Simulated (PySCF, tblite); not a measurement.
**C₃H₆NO radical: geometry, infrared bands and EPR parameters**

Wanted: the infrared bands and EPR parameters of C₃H₆NO radical (`[O]N1CCC1`), by calculation.

The runs use tblite 0.8.0 and PySCF 2.14.0, with density-fitted response routines of our own; the level of theory stands in each step. All values are computed, except where a source is named. Atoms count from 0, in the outputs and in this text.

## (1) Starting geometry

11 atoms, charge 0, multiplicity 2; geometry from: force field or distance geometry start.

Bonds of the start (Å): O0–N1 1.44, N1–C2 1.47, C2–C3 1.54, C3–C4 1.55, C4–N1 1.50, C2–H5 1.10, C2–H6 1.10, C3–H7 1.09, C3–H8 1.09, C4–H9 1.10, C4–H10 1.09.

## (2) Geometry optimisation with GFN2-xTB

The job: settings as JSON, then the geometry in Å.

```
{"job": {"kind": "relax", "xc": "GFN2-xTB", "basis": "xTB"}, "charge": 0, "multiplicity": 2}
O      2.045200     0.817100     0.473400
N      1.146200     0.017300    -0.321500
C     -0.038300     0.846600    -0.602700
C     -0.906000    -0.365700    -0.232900
C      0.306600    -0.760700     0.653700
H     -0.233600     1.720300     0.038400
H     -0.138200     1.169600    -1.654000
H     -1.831100    -0.161300     0.310600
H     -1.096500    -1.065500    -1.053000
H      0.231100    -0.381500     1.680700
H      0.520000    -1.833600     0.681400
```

Run with:

```sh
> OMP_NUM_THREADS=1 python probes_run.py task.json out
```

The driver reads the jobs from task.json and runs them one after another.

**Question.** This job is followed by: GFN2-xTB harmonic vibrations, gas phase; UKS B3LYP, pcH-1 on C H N O, non-relativistic, mean-field spin-orbit, GIAO. What will the session give for the following? strongest single infrared mode (GFN2-xTB); zero-point energy (GFN2-xTB); g(iso) (B3LYP); ⟨S²⟩; largest a(iso) (averaged by class); potential on the surface of density 0.002 e/bohr³, 1st and 99th percentile.

As calculated:

| quantity | value |
| --- | --- |
| strongest single infrared mode (GFN2-xTB) | 1523 cm⁻¹, 138 km/mol |
| zero-point energy (GFN2-xTB) | 55.6 kcal/mol |
| g(iso) (B3LYP) | 2.00594 |
| ⟨S²⟩ | 0.754 (exact 0.75) |
| largest a(iso) (averaged by class) | 1H on H5, H6, H9, H10, 60.0 MHz |
| potential on the surface of density 0.002 e/bohr³, 1st and 99th percentile | -1.83 V and 1.04 V |

In words: The optimisation took 45 steps and gained 1.427 eV; among the close pairs (by a distance rule), O0–N1 changed most, from 1.442 to 1.261 Å. All 27 modes are real, so the xTB geometry is a minimum. The strongest single mode, at 1523 cm⁻¹, moves mainly N1. Unscaled tight-binding wavenumbers are off by several per cent, some by more. Its intensities can rank the bands wrongly. The largest spin populations lie on O0 (0.53 e), N1 (0.41 e). The isotropic g lies 3.6 ppt above the free-electron value. The conformer search found further structures of the same energy, which may be mirror or relabelled copies of this one.
